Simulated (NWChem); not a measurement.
# C5H10 (1-pentene): levels of theory compared

We compute a comparison of 3 runs (HF/STO-3G, HF/3-21G, B3LYP/6-31G*) of C5H10 (1-pentene). 

The results are computed with NWChem 7.3.0.

44 further runs of the same task are left out: 44 set aside as unsound or not needed.

### 1 Starting point

C5H10 has 15 atoms, charge 0, and is taken as a singlet. As SMILES, `C=CCCC`. One bond was lengthened or shortened from a relaxed shape.

Bond lengths: C1–C2 1.524 Å, C2–C3 1.492 Å, C3–C4 1.529 Å, C4–C5 1.519 Å, C1–H6 1.084 Å, C1–H7 1.086 Å, C2–H8 1.090 Å, C3–H9 1.097 Å, C3–H10 1.095 Å, C4–H11 1.095 Å, C4–H12 1.096 Å, C5–H13 1.094 Å, C5–H14 1.092 Å, C5–H15 1.092 Å. Some angles: C1–C2–C3 125.5°, C2–C3–C4 113.0°, C3–C4–C5 113.2°, C1–C2–H8 118.8°, C3–C2–H8 115.7°, C2–C1–H6 121.7°, C2–C1–H7 121.3°, C2–C3–H9 108.9°, C2–C3–H10 109.6°, C4–C3–H9 108.6°.

### 2 A single-point energy at HF/STO-3G (run 1)

Contents of c5h10.xyz:

```xyz
15

C     -0.519669     1.681723     1.682958
C     -0.106700     0.249500     1.363600
C      0.933300    -0.151100     0.371600
C      0.382800    -1.036500    -0.747200
C     -0.616700    -0.321100    -1.638900
H     -1.286169     1.903423     2.416558
H     -0.053469     2.527623     1.186458
H     -0.605200    -0.569000     1.882700
H      1.728400    -0.698400     0.892300
H      1.394800     0.744600    -0.058300
H      1.219900    -1.402800    -1.349900
H     -0.084500    -1.923400    -0.303900
H     -0.157700     0.545800    -2.123100
H     -1.472200     0.041100    -1.064100
H     -0.992400    -0.981000    -2.424100
```

Contents of c5h10.nw:

```
START c5h10
memory total 2200 mb

GEOMETRY units angstroms noautosym nocenter noautoz
 load format xyz c5h10.xyz
END

BASIS spherical bse
 * library STO-3G
END

SCF
 thresh 1e-08
 maxiter 80
END

TASK scf
```

Started as:

```bash
$ nwchem c5h10.nw > c5h10.out
```

Output:

```text
[...]
  functions       =    35
[...]
  wavefunction    = RHF
[...]
         Total SCF energy =   -192.765196353120
      One-electron energy =   -597.866291825374
      Two-electron energy =    234.693542988953
 Nuclear repulsion energy =    170.407552483301
        Time for solution =      3.5s
[...]
```

Run time: 4.5 s. Hardware: 1 thread of Intel Xeon Platinum 8559C (Emerald Rapids), shared host; peak memory 0.096 GiB.

### 3 The energy at HF/3-21G (run 2)

Contents of geom.nw:

```
start geom
title "C5H10"
memory total 2200 mb

geometry units angstrom noautosym nocenter noautoz
   C       -0.519669       1.681723       1.682958
   C       -0.106700       0.249500       1.363600
   C        0.933300      -0.151100       0.371600
   C        0.382800      -1.036500      -0.747200
   C       -0.616700      -0.321100      -1.638900
   H       -1.286169       1.903423       2.416558
   H       -0.053469       2.527623       1.186458
   H       -0.605200      -0.569000       1.882700
   H        1.728400      -0.698400       0.892300
   H        1.394800       0.744600      -0.058300
   H        1.219900      -1.402800      -1.349900
   H       -0.084500      -1.923400      -0.303900
   H       -0.157700       0.545800      -2.123100
   H       -1.472200       0.041100      -1.064100
   H       -0.992400      -0.981000      -2.424100
end

basis spherical bse
   * library 3-21G
end

scf
   thresh 1e-08
   maxiter 80
end

task scf energy
```

Started as:

```bash
$ nwchem geom.nw > geom.out
```

Output:

```text
[...]
  functions       =    65
[...]
  wavefunction    = RHF
[...]
         Total SCF energy =   -194.022275552080
      One-electron energy =   -597.638633541967
      Two-electron energy =    233.208805506587
 Nuclear repulsion energy =    170.407552483301
        Time for solution =      4.0s
[...]
```

It took 5.4 s on 1 thread of Intel Xeon Platinum 8559C (Emerald Rapids), shared host; peak memory 0.097 GiB.

### 4 The energy at B3LYP/6-31G(d) (Cartesian functions) (run 3)

Contents of c5h10.nw:

```
start c5h10
title "C5H10"
memory total 2200 mb
charge 0

geometry units angstroms noautosym nocenter noautoz
  C       -0.519669       1.681723       1.682958
  C       -0.106700       0.249500       1.363600
  C        0.933300      -0.151100       0.371600
  C        0.382800      -1.036500      -0.747200
  C       -0.616700      -0.321100      -1.638900
  H       -1.286169       1.903423       2.416558
  H       -0.053469       2.527623       1.186458
  H       -0.605200      -0.569000       1.882700
  H        1.728400      -0.698400       0.892300
  H        1.394800       0.744600      -0.058300
  H        1.219900      -1.402800      -1.349900
  H       -0.084500      -1.923400      -0.303900
  H       -0.157700       0.545800      -2.123100
  H       -1.472200       0.041100      -1.064100
  H       -0.992400      -0.981000      -2.424100
end

basis cartesian
  * library 6-31G*
end

dft
  xc b3lyp
  grid fine
  convergence energy 1e-08
  maxiter 100
  mulliken
  print medium
end

task dft energy
```

Started as:

```bash
$ nwchem c5h10.nw > c5h10.out
```

Output:

```text
[...]
          Wavefunction type:  closed shell.
          No. of atoms     :    15
          No. of electrons :    40
[...]
          Charge           :     0
          Spin multiplicity:     1
[...]
          AO basis - number of functions:    95
[...]
              XC Information
              --------------
                         B3LYP Method XC Potential
                     Hartree-Fock (Exact) Exchange  0.200
                        Slater Exchange Functional  0.800 local
                    Becke 1988 Exchange Functional  0.720 non-local
              Lee-Yang-Parr Correlation Functional  0.810
                  VWN I RPA Correlation Functional  0.190 local
[...]
 d= 0,ls=0.0,diis     1   -196.4524902871 -3.67D+02  6.36D-03  5.22D-01     3.0
[...]
 d= 0,ls=0.0,diis    10   -196.5049252651 -3.02D-09  3.72D-07  2.15D-09    25.9
         Total DFT energy =     -196.504925265116
      One electron energy =     -599.980314191887
           Coulomb energy =      263.827327215710
    Exchange-Corr. energy =      -30.759490772240
 Nuclear repulsion energy =      170.407552483301
[...]
      Total Density - Mulliken Population Analysis
     ---------------------------------------------
    Atom       Charge   Shell Charges
 -----------   ------   -------------------------------------------------------
    1 C    6     6.35   1.99  0.70  1.97  0.63  1.06  0.01
    2 C    6     6.08   1.99  0.71  1.95  0.57  0.85  0.00
    3 C    6     6.29   1.99  0.68  2.12  0.59  0.87  0.03
    4 C    6     6.25   1.99  0.68  2.11  0.59  0.86  0.03
    5 C    6     6.44   1.99  0.68  2.13  0.63  0.98  0.03
    6 H    1     0.85   0.53  0.33
    7 H    1     0.86   0.53  0.33
    8 H    1     0.87   0.53  0.34
    9 H    1     0.85   0.53  0.33
   10 H    1     0.86   0.53  0.33
[...]
```

It took 27 s on 1 thread of Intel Xeon Platinum 8559C (Emerald Rapids), shared host; peak memory 0.12 GiB.

### 5 Overview of the runs

| run | level | Cartesian functions | iteration cap | energy (Eh) | dipole moment (D) | HOMO energy (eV) | LUMO energy (eV) | wall time |
| --- | --- | --- | --- | --- | --- | --- | --- | --- |
| 1 | HF/STO-3G | no | 80 | -192.765196 | 0.37 | -6.75 | 7.20 | 4.5 s |
| 2 | HF/3-21G | no | 80 | -194.022276 | 0.42 | -8.68 | 3.94 | 5.4 s |
| 3 | B3LYP/6-31G* (Cartesian functions) | yes | 100 | -196.504925 | 0.45 | -6.10 | -0.28 | 27 s |

### 6 Summary of results

| quantity | value |
| --- | --- |
| run 3: total energy | -196.50493 Eh |
| run 3: dipole moment | 0.45 D |
| run 3: HOMO energy | -6.10 eV |
| run 3: LUMO energy | -0.28 eV |
| run 3: HOMO–LUMO gap | 5.82 eV |

In words: The dipole moment (its size) runs from 0.37 D (HF/STO-3G) to 0.45 D (B3LYP/6-31G*). The two ends differ in method and basis. The HOMO–LUMO gap runs from 5.82 eV (B3LYP/6-31G*) to 13.95 eV (HF/STO-3G). In run 1 the basis is minimal, so the values are rough. All runs together took 37 s, the longest 27 s.
